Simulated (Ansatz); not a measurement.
# AlC (doublet): trial inputs and their diagnosis at distance Al1–C2 = 4.356 Å

5 inputs are run for AlC (doublet) as typed; the log has to tell whether the result can be used and what must change.

Program: Ansatz 0.2.0, Gaussian basis. Level of theory: the settings change from run to run. These are calculated values, not measurements.

29 further runs of the same task are left out: 6 for a known fault of the program, 22 that didn't finish, 1 set aside as unsound or not needed.

## Step 1: The geometry

The geometry derives from a PBE0/def2-TZVP stationary point (not a proven minimum). One bond is set to the value named and the two fragments are kept rigid.

2 atoms, charge 0, spin multiplicity 2.

Atoms are counted from 1 here; the program's logs count them from 0.

No contacts short enough for the rule that draws bonds.

Geometry (Å):

```xyz
2
charge 0, multiplicity 2
Al    0.00000    0.00000    0.00000
C     0.00000    0.00000    4.35600
```

## Step 2: Try 1

File in.yaml:

```yaml
crystal:
  periodic: [false, false, false]
  atoms:
    - {symbol: Al, position_ang: [0.000000, 0.000000, 0.000000]}
    - {symbol: C, position_ang: [0.000000, 0.000000, 4.356000]}
basis:
  gaussian: {orbitals: cc-pVDZ}
magnetization: {spin_polarized: false, initial_magnetization: 1}
correlation: {method: ccsd_t, electrons: outside_noble_gas}
scf: {lower_state_search: off}
output: {forces: true}
```

Started as:

```
$ ansatz run in.yaml --threads 1 --pin off --events-out ev --progress --plain --max-ram 2393MiB
```

Output:

```text
Functional definition: HF
  name "HF"
  cite "Fock, Z. Phys. 61, 126 (1930) doi:10.1007/BF01340294"
  parent pbe
  exchange = exact_x
  correlation = 0
these checks for a lower state are left out or cut short: starts, cluster_reference, orbital_swaps, neighbouring_geometries, increment
315 factors; integrals over basis functions are off by at most 3.7e-4 eV
mean field evaluation 1: about -7602.4318 eV, gradient 1.2e1 eV
mean field evaluation 2: about -7602.4319 eV, gradient 1.2e1 eV
mean field evaluation 4: about -7602.2218 eV, gradient 1.8e1 eV
mean field evaluation 8: about -7604.7253 eV, gradient 2.5e-1 eV
mean field -7604.72458226 eV, -279.4684737305 hartree, gradient 7.0e-6 eV, S^2 0.750000; 0 other end points of the search recorded, 0 dependent functions left out
6 core orbitals not correlated: weight in the atoms' cores, before any rotation towards them, 1.000 or more for the frozen orbitals, at most 0.000 for the correlated occupied ones
[... 1 line left out ...]
second order -2.66777794 eV of doubles, -0.05153193 eV of singles
[... 378 lines left out ...]
Error: not converged in 300 cycles: update norm 3.503e-7, energy change 2.149e-8 eV, smallest ratio of the change in the update to the step in singles and doubles: 1.2e-2
```

It took 3.2 s on 1 thread of Arm Neoverse V1, shared host.

**Diagnosis.** The run did not converge. It says: «not converged in 300 cycles: update norm 3.503e-7, energy change 2.149e-8 eV, smallest ratio of the change in the update to the step in singles and doubles: 1.2e-2». Cure: another start or a higher limit.

## Step 3: Try 2

File in.yaml:

```yaml
crystal:
  periodic: [false, false, false]
  atoms:
    - {symbol: Al, position_ang: [0.000000, 0.000000, 0.000000]}
    - {symbol: C, position_ang: [0.000000, 0.000000, 4.356000]}
basis:
  gaussian: {orbitals: def2-TZVPP}
magnetization: {spin_polarized: false, initial_magnetization: 1}
correlation: {method: fci, electrons: all}
scf: {omitted_lower_state_checks: [cluster_reference]}
```

Launched as before.

Output:

```text
Functional definition: HF
  name "HF"
  cite "Fock, Z. Phys. 61, 126 (1930) doi:10.1007/BF01340294"
  parent pbe
  exchange = exact_x
  correlation = 0
these checks for a lower state are left out or cut short: cluster_reference
745 factors; integrals over basis functions are off by at most 2.0e-7 eV
mean field evaluation 1: about -7602.8550 eV, gradient 1.3e1 eV
mean field evaluation 2: about -7602.8553 eV, gradient 1.3e1 eV
mean field evaluation 4: about -7602.8388 eV, gradient 1.7e1 eV
mean field evaluation 8: about -7604.9119 eV, gradient 2.7e-1 eV
mean field evaluation 16: about -7604.9105 eV, gradient 7.1e-6 eV
mean field evaluation 32: about -7602.4772 eV, gradient 6.5e0 eV
mean field evaluation 64: about -7604.8610 eV, gradient 1.4e-6 eV
mean field evaluation 96: about -7604.8610 eV, gradient 1.6e-6 eV
mean field evaluation 128: about -7604.9229 eV, gradient 2.7e-2 eV
mean field evaluation 160: about -7604.8743 eV, gradient 2.9e-1 eV
mean field evaluation 192: about -7604.9128 eV, gradient 4.7e-2 eV
mean field evaluation 224: about -7604.9229 eV, gradient 3.8e-2 eV
mean field evaluation 256: about -7604.8609 eV, gradient 1.5e-1 eV
mean field evaluation 288: about -7604.9218 eV, gradient 2.3e-1 eV
mean field evaluation 320: about -7604.8360 eV, gradient 2.0e-6 eV
mean field -7604.92290922 eV, -279.4757621121 hartree, gradient 2.5e-6 eV, S^2 0.750000; 23 other end points of the search recorded, 0 dependent functions left out
reference -7604.92290922 eV, -279.4757621121 hartree; 10, 9 occupied and 63, 64 virtual orbitals, 745 factors
Error: with its determinants' occupation strings, the run needs 47102.54 GiB of memory, and 2.33 GiB are given
refused for memory
```

Run time: 7 s. Hardware: 1 thread of Arm Neoverse V1, shared host.

Diagnosis: The run was refused for memory. The method is too large for the memory allowed. Fix: freeze cores, shrink the basis or take a lower level.

## Step 4: Try 3

File in.yaml:

```yaml
crystal:
  periodic: [false, false, false]
  atoms:
    - {symbol: Al, position_ang: [0.000000, 0.000000, 0.000000]}
    - {symbol: C, position_ang: [0.000000, 0.000000, 4.356000]}
basis:
  gaussian: {orbitals: cc-pVDZ}
magnetization: {spin_polarized: false, initial_magnetization: 1}
correlation: {method: qcisd_t, electrons: outside_noble_gas}
```

Same command.

Output:

```text
Error: YAML parse error: error: line 9 column 23: unknown variant `qcisd_t`, expected one of mp2, rpa, ccsd, ccsd_t, bccd, bccd_t, ccsdt, ccsdt_q, ccsdt_q_b, ccsdtq, fci, sc_nevpt2, fic_nevpt4_sd, fic_mrcisd_q, fic_mrcisd_q_relaxed
 --> <input>:9:23
  |
7 |   gaussian: {orbitals: cc-pVDZ}
8 | magnetization: {spin_polarized: false, initial_magnetization: 1}
9 | correlation: {method: qcisd_t, electrons: outside_noble_gas}
  |                       ^ unknown variant `qcisd_t`, expected one of mp2, rpa, ccsd, ccsd_t, bccd, bccd_t, ccsdt, ccsdt_q, ccsdt_q_b, ccsdtq, fci, sc_nevpt2, fic_nevpt4_sd, fic_mrcisd_q, fic_mrcisd_q_relaxed
```

It took 0.03 s on 1 thread of Arm Neoverse V1, shared host.

Diagnosis: The run was refused. The method's name isn't one that the program knows. To mend it, name one from the list in the message.

## Step 5: Try 4

File in.yaml:

```yaml
crystal:
  periodic: [false, false, false]
  atoms:
    - {symbol: Al, position_ang: [0.000000, 0.000000, 0.000000]}
    - {symbol: C, position_ang: [0.000000, 0.000000, 4.356000]}
basis:
  gaussian: {orbitals: cc-pVDZ, point_charges: [{charge: 0.50, position_ang: [3.075, -0.451, 0.657]}]}
magnetization: {spin_polarized: false, initial_magnetization: 1}
correlation: {active_space: {ras: {orbitals: [3, 1, 22], electrons: 27, max_holes: 2, max_particles: 2}, fixed_orbitals: true}}
accuracy: high
```

Launched as before.

Output:

```text
Functional definition: HF
  name "HF"
  cite "Fock, Z. Phys. 61, 126 (1930) doi:10.1007/BF01340294"
  parent pbe
  exchange = exact_x
  correlation = 0
571 factors; integrals over basis functions are off by at most 3.1e-9 eV
mean field evaluation 1: about -7602.2356 eV, gradient 1.2e1 eV
mean field evaluation 2: about -7602.2356 eV, gradient 1.2e1 eV
mean field evaluation 4: about -7602.3182 eV, gradient 1.8e1 eV
mean field evaluation 8: about -7605.1646 eV, gradient 5.4e-1 eV
mean field evaluation 16: about -7605.1711 eV, gradient 1.6e-5 eV
mean field evaluation 32: about -7605.1355 eV, gradient 7.8e-1 eV
mean field evaluation 64: about -7605.0559 eV, gradient 6.6e-3 eV
mean field evaluation 96: about -7604.6901 eV, gradient 1.1e-2 eV
mean field evaluation 128: about -7604.5264 eV, gradient 4.1e0 eV
mean field evaluation 160: about -7603.9726 eV, gradient 1.1e0 eV
mean field evaluation 192: about -7604.0266 eV, gradient 2.9e-7 eV
mean field -7605.17107329 eV, -279.4848819732 hartree, gradient 2.3e-8 eV, S^2 0.750000; 16 other end points of the search recorded, 0 dependent functions left out
reference -7605.17107329 eV, -279.4848819732 hartree; 10, 9 occupied and 22, 23 virtual orbitals, 571 factors
Error: 27 electrons in 26 orbitals form no window around the highest filled level of the reference
```

Wall time 1.1 s (1 thread of Arm Neoverse V1, shared host).

What is wrong: The run stopped with an error. The electron count of the restricted space is wrong. Fix: count the correlated electrons again.

## Step 6: Try 5

File in.yaml:

```yaml
crystal:
  periodic: [false, false, false]
  atoms:
    - {symbol: Al, position_ang: [0.000000, 0.000000, 0.000000]}
    - {symbol: C, position_ang: [0.000000, 0.000000, 4.356000]}
basis:
  gaussian: {orbitals: cc-pVTZ-DK}
magnetization: {spin_polarized: false, initial_magnetization: 5}
correlation: {method: ccsd, electrons: valence}
```

Launched as before.

Output, shortened:

```text
Functional definition: HF
  name "HF"
  cite "Fock, Z. Phys. 61, 126 (1930) doi:10.1007/BF01340294"
  parent pbe
[...]
389 factors; integrals over basis functions are off by at most 8.2e-4 eV
[...]
mean field -7617.21618063 eV, -279.9275315037 hartree, gradient 3.8e-9 eV, S^2 8.750000; 27 other end points of the search recorded, 0 dependent functions left out
[...]
determinant -7617.21618063 eV, -279.9275315037 hartree, with singles and doubles -7620.18521330 eV, -280.0366414418 hartree
determinant -7617.21257521 eV, -279.9273990069 hartree, with singles and doubles -7620.17007149 eV, -280.0360849904 hartree
determinant -7617.15668334 eV, -279.9253450187 hartree, with singles and doubles -7620.11690546 eV, -280.0341311750 hartree
determinant -7617.15067743 eV, -279.9251243055 hartree, with singles and doubles -7620.11447396 eV, -280.0340418189 hartree
[...]
determinant -7617.21257521 eV, -279.9273990069 hartree, with singles and doubles -7620.11047676 eV, -280.0338949244 hartree
determinant -7617.15668334 eV, -279.9253450187 hartree, with singles and doubles -7620.05646623 eV, -280.0319100740 hartree
determinant -7617.15067743 eV, -279.9251243055 hartree, with singles and doubles -7620.05374841 eV, -280.0318101960 hartree
determinant -7617.13962385 eV, -279.9247180940 hartree, with singles and doubles -7620.04281872 eV, -280.0314085374 hartree
6 core orbitals not correlated: weight in the atoms' cores, before any rotation towards them, 1.000 or more for the frozen orbitals, at most 0.000 for the correlated occupied ones
reference -7617.21618063 eV, -279.9275315037 hartree; 6, 1 occupied and 52, 57 virtual orbitals, 389 factors
second order -2.13508717 eV of doubles, -0.08501395 eV of singles
cycle   1  -2.91285792 eV  change    8.1e-7 eV  update   4.5e-6
Total energy: -7620.12903856 eV, -280.0345770580 hartree
Relativity: scalar
```

It took 21 s on 1 thread of Arm Neoverse V1, shared host.

Diagnosis: The run converged, which proves nothing about the input. Far too many unpaired electrons are asked for. Its energy belongs to the state of multiplicity 6, not to the doublet that was meant. Fix: set initial_magnetization to that of the wanted state.

## Step 7: Summary

```
try                    level                ended                                                                                                           cause    time
  1  CCSD(T) on ROHF/cc-pVDZ        not converged  not converged in 300 cycles: update norm 3.503e-7, energy change 2.149e-8 eV, smallest ratio of the change in    3.2 s
  2           FCI/def2-TZVPP        out of memory                                                                  the method is too large for the memory allowed     7 s
  3        'qcisd_t'/cc-pVDZ              refused                                                              the method's name isn't one that the program knows  0.03 s
  4             CISD/cc-pVDZ  stopped by an error                                                             the electron count of the restricted space is wrong   1.1 s
  5  CCSD on ROHF/cc-pVTZ-DK            converged                                                                   far too many unpaired electrons are asked for    21 s
```

1 not converged, 1 out of memory, 1 refused, 1 stopped by an error, 1 converged. The input that converges on a wrong geometry or spin is the dangerous one: no error points at it, so geometry and ⟨S²⟩ have to be checked.
